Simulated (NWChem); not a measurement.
**BCl (SMILES [B]Cl), run twice**

Wanted: the excited states of BCl, TDA-LRC-wPBE/cc-pVTZ-DK (sfX2C).

The results are computed with NWChem 7.3.0.

1 further run of the same task is left out (set aside as unsound or not needed).

## Step 1: The structure to begin with

BCl: 2 atoms, total charge 0, spin state singlet. As SMILES, `[B]Cl`. The coordinates come from a GFN2-xTB relaxation.

Bond lengths: B1–Cl2 1.579 Å.

## Step 2: First attempt

Contents of struct.nw:

```
start struct
title "BCl LRC-wPBE"
memory stack 880 mb heap 220 mb global 1100 mb

geometry units angstroms noautosym nocenter noautoz
   B   0.00000000  0.00000000  0.00000000
   Cl  0.00000000  0.00000000  2.98298938
end

basis spherical bse
   B library cc-pVTZ-DK
   Cl library cc-pVTZ-DK
end

relativistic
   x2c on
end

dft
   xc xwpbe 1.00 cpbe96 1.0 hfexch 1.00
   cam 0.3 cam_alpha 0.00 cam_beta 1.00
   grid coarse
   direct
   iterations 75
   noprint "final vectors analysis"
end

tddft
   cis
   nroots 6
   notriplet
end

task tddft energy
```

Started as:

```console
$ nwchem struct.nw > struct.out
```

Output:

```text
[...]
          Wavefunction type:  closed shell.
          No. of atoms     :     2
          No. of electrons :    22
[...]
          Charge           :     0
          Spin multiplicity:     1
[...]
          AO basis - number of functions:    64
[...]
              XC Information
              --------------
                     Hartree-Fock (Exact) Exchange  1.000
                     LC-wPBE(h)Exchange Functional  1.000
            Perdew 1991 LDA Correlation Functional  1.000 local
           PerdewBurkeErnz. Correlation Functional  1.000 non-local
[...]
 d= 0,ls=0.0,diis     1   -485.9867522997 -5.01D+02  3.34D-02  5.13D-01     3.0
[...]
 d= 0,ls=0.0,diis    12   -486.0972907075 -8.97D-09  3.81D-07  7.97D-10    27.0
         Total DFT energy =     -486.097290707456
      One electron energy =     -700.690949351108
           Coulomb energy =      231.468105678825
    Exchange-Corr. energy =      -31.953302651138
 Nuclear repulsion energy =       15.078855615964
[...]
  Root   1 singlet a              0.076286858 a.u.                2.0759 eV
[...]
     Dipole Oscillator Strength                    0.0007230836
[...]
     Total Oscillator Strength                     0.0007237412
[...]
  Root   2 singlet a              0.076286858 a.u.                2.0759 eV
[...]
  Root   3 singlet a              0.086052441 a.u.                2.3416 eV
[...]
  Root   4 singlet a              0.086052441 a.u.                2.3416 eV
[...]
  Root   5 singlet a              0.087919019 a.u.                2.3924 eV
[...]
     Dipole Oscillator Strength                    0.0000000000
[...]
     Total Oscillator Strength                     0.0000000000
[...]
  Root   6 singlet a              0.088755912 a.u.                2.4152 eV
[...]
     Dipole Oscillator Strength                    0.0000000000
[...]
     Total Oscillator Strength                     0.0000000001
[...]
```

It took 79 s on 1 thread of Intel Xeon Platinum 8259CL at 2.50GHz (Skylake/Cascade Lake), shared host; peak memory 0.11 GiB.

## Step 3: Reading the log

The run finished; that doesn't make the result usable.

The fault: the coordinates are read in the wrong unit, so the molecule is scaled by the ratio of bohr to ångström. As the program read them, the closest atoms are 2.98 Å apart, against 1.58 Å in the sound input.

## Step 4: Second attempt

Contents of struct.nw:

```
start struct
title "BCl"
memory stack 880 mb heap 220 mb global 1100 mb

geometry units angstroms noautosym nocenter noautoz
  B      0.000000     0.000000     0.000000
  Cl     0.000000     0.000000     1.578530
end

basis spherical bse
  B library cc-pVTZ-DK
  Cl library cc-pVTZ-DK
end

relativistic
  x2c on
end

dft
  xc xwpbe 1.00 cpbe96 1.0 hfexch 1.00
  cam 0.3 cam_alpha 0.00 cam_beta 1.00
  grid coarse
  direct
end

tddft
  cis
  nroots 6
  notriplet
end

task tddft energy
```

Started as:

```console
$ nwchem struct.nw > struct.out
```

Output:

```text
[...]
          Wavefunction type:  closed shell.
          No. of atoms     :     2
          No. of electrons :    22
[...]
          Charge           :     0
          Spin multiplicity:     1
[...]
          AO basis - number of functions:    64
[...]
              XC Information
              --------------
                     Hartree-Fock (Exact) Exchange  1.000
                     LC-wPBE(h)Exchange Functional  1.000
            Perdew 1991 LDA Correlation Functional  1.000 local
           PerdewBurkeErnz. Correlation Functional  1.000 non-local
[...]
 d= 0,ls=0.0,diis     1   -486.2091303755 -5.15D+02  7.58D-03  4.43D-01     3.6
[...]
 d= 0,ls=0.0,diis     7   -486.2306757477 -1.72D-07  5.46D-06  1.26D-08    19.5
         Total DFT energy =     -486.230675747698
      One electron energy =     -725.591834960639
           Coulomb energy =      243.047054646631
    Exchange-Corr. energy =      -32.180802825361
 Nuclear repulsion energy =       28.494907391671
[...]
  Root   1 singlet a              0.169790641 a.u.                4.6202 eV
[...]
     Dipole Oscillator Strength                    0.1092961876
[...]
     Total Oscillator Strength                     0.1092987933
[...]
  Root   2 singlet a              0.169790641 a.u.                4.6202 eV
[...]
  Root   3 singlet a              0.298535735 a.u.                8.1236 eV
[...]
  Root   4 singlet a              0.306015941 a.u.                8.3271 eV
[...]
  Root   5 singlet a              0.306016758 a.u.                8.3271 eV
[...]
     Dipole Oscillator Strength                    0.0000000000
[...]
     Total Oscillator Strength                     0.0000000071
[...]
  Root   6 singlet a              0.314768327 a.u.                8.5653 eV
[...]
     Dipole Oscillator Strength                    0.1582098548
[...]
     Total Oscillator Strength                     0.1582101285
[...]
```

Wall time 78 s (1 thread of Intel Xeon Platinum 8259CL at 2.50GHz (Skylake/Cascade Lake), shared host); peak memory 0.11 GiB.

The roots found:

| excited state | energy (eV) | strength | label |
| --- | --- | --- | --- |
| 1 | 4.620 | 0.1093 | singlet a |
| 2 | 4.620 | 0.1093 | singlet a |
| 3 | 8.124 | 0.0000 | singlet a |
| 4 | 8.327 | 0.0000 | singlet a |
| 5 | 8.327 | 0.0000 | singlet a |
| 6 | 8.565 | 0.1582 | singlet a |

## Step 5: Results

At TDA-LRC-wPBE/cc-pVTZ-DK (sfX2C):

```
                                               quantity          value
                      ground-state or mean-field energy  -486.23068 Eh
dipole moment (of the density that the program reports)         2.59 D
              HOMO energy (LRC-wPBE Kohn–Sham orbitals)       -9.25 eV
              LUMO energy (LRC-wPBE Kohn–Sham orbitals)        0.53 eV
            HOMO–LUMO gap (LRC-wPBE Kohn–Sham orbitals)        9.78 eV
                       lowest singlet excitation energy        4.62 eV
```

What this shows: The first attempt's energy was +3.630 eV off this one. The brightest of the 6 transitions from the ground state lies at 4.62 eV (268 nm, f = 0.219, degenerate roots summed).
